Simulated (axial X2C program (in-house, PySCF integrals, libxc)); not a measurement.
**Spectroscopic constants of BC⁺**

All values were computed with an axial X2C code built on PySCF integrals. Spin-free means the one-electron spin-free X2C Hamiltonian; two-component (2c) means X2C with spin–orbit coupling and atomic mean-field two-electron Coulomb and Gaunt terms, so the difference of the two also holds small scalar two-electron terms. Basis: C dyall-v3z [7s6p2d1f], B dyall-v3z [7s6p2d1f] (cores contracted in-house); Gaussian nuclei, density fitting, unrestricted open shells. Masses: C 12.000 u, B 11.009 u.

Input file and command:
```json
{"zs": [6, 5], "q": 1, "bas": ["dyall-v3z", "dyall-v3z"], "levels": ["PBE0", "HF", "BLYP"], "cc": true, "r0": 1.45, "thr": -2.0, "nmax": 90, "npts": 10, "nst": 2, "ntry": 6}
```
```bash
python so2c.py task.json out
```

Keys: zs atomic numbers; q charge; bas basis sets; levels methods; cc coupled cluster on or off; r0 starting distance in Å; thr threshold in hartree for freezing inner shells (an s shell follows its p shell); nmax most natural virtual spinors; npts points on the curve; nst determinants followed; ntry starts of the search. HF also brings MP2.

State, spin-free: M_S = 2, Λ = 0 (beyond evenly filled blocks: 2 × σα, π+α, π-α); electrons by block: σα: 5, σβ: 3, π+α: 1, π-α: 1. Fragments: C + B+.

State, 2c: Ω = 2 (⟨Sz⟩ = 2.00, ⟨Lz⟩ = 0.00 at PBE0); electrons by block: 1/2: 5, -1/2: 4, 3/2: 1. Fragments: C + B+.

```tsv
Hamiltonian	level	Re (Å)	ωe (cm⁻¹)	k (mdyn/Å)	μ (D)
spin-free	PBE0	1.431	1425.3	6.87	0.68
spin-free	HF	1.417	1494.1	7.55	1.07
spin-free	MP2	1.428	1456.1	7.17	n/a
spin-free	CCSD	1.434	1422.4	6.84	n/a
spin-free	CCSD(T)	1.437	1402.9	6.66	n/a
spin-free	BLYP	1.445	1349.1	6.16	0.63
2c	PBE0	1.431	1425.2	6.87	0.68
2c	BLYP	1.445	1349.1	6.16	0.63
```

Correlated methods: 6 electrons correlated (number of frozen shells: C 1 s; B 1 s), 154 virtual spin orbitals or spinors in MP2, 66 natural virtuals in coupled cluster.

Dipoles are positive if B is the positive end and refer to the centre of mass.

De is not given where an atomic determinant may have missed its ground term or J level, or where the truncated virtual space spoils (T). Density functionals use the spin component along the axis (collinear). Coupled cluster ran in a truncated set of natural virtual spinors; the MP2 energy of the rest was added. (T) has no such correction and the atoms are truncated less, which lowers De at CCSD(T) by a hundredth of an eV or more. The functionals have no current-density term, which raises determinants with orbital currents, atoms included. The spin of this state cannot come from the lowest atoms; the curve heads to a higher limit, and no De is given. The state is one determinant with fixed occupations, lowest in a PBE0 search at one distance only: followed along the bond, the 2c determinant Ω = 1 reaches 0.06 eV lower at PBE0, at Re = 1.479 Å, so the state shown is not the lowest. With several unpaired electrons one determinant need not be a pure state. A state of lower Ω lies just above, and one determinant can place such states too high, so the state shown need not be the lowest. The search has Ω = 1 only 0.02 eV up. Open-shell Ω = 0 determinants with evenly filled partner blocks cannot be reached by this program, so the Ω shown need not be the lowest component.

No reliable constants came from CCSD (2c), CCSD(T) (2c), HF (2c), MP2 (2c): no minimum in range, unconverged points, a curve that is not smooth, a change of character along it, or the two Hamiltonians disagreeing along it.

Rough cost a point (2c) on 1 thread(s) of a shared host, integrals apart: PBE0 0.17 s, BLYP 0.16 s.

The whole task took 24 s on 1 thread of Arm Neoverse V2, with other jobs on the host.
